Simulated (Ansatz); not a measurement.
Pyrite RuS₂, treated with PBE in Ansatz (plane waves, PAW).

Settings: plane-wave cutoff 500 eV, 6×6×6 k mesh, gaussian smearing 0.02 eV, no spin polarisation, scalar-relativistic PAW data made under PBE.

Cell (relaxed at this level):

```
RuS2
1.0
    5.64882     0.00000     0.00000
    0.00000     5.64882     0.00000
    0.00000     0.00000     5.64882
Ru S
4 8
Direct
  0.00000   0.50000   0.50000
  0.50000   0.00000   0.50000
  0.00000   0.00000   0.00000
  0.50000   0.50000   0.00000
  0.61333   0.88667   0.11333
  0.11333   0.61333   0.88667
  0.61333   0.61333   0.61333
  0.38667   0.38667   0.38667
  0.88667   0.11333   0.61333
  0.88667   0.38667   0.11333
  0.11333   0.88667   0.38667
  0.38667   0.11333   0.88667
```

### Question
What does this level give for the band gap?

### Answer

- band gap: 0.59 eV (on the SCF k mesh)

Spin–orbit coupling is not included.

Static lattice: no zero-point or thermal effects.

Ansatz is a program for electronic structure.
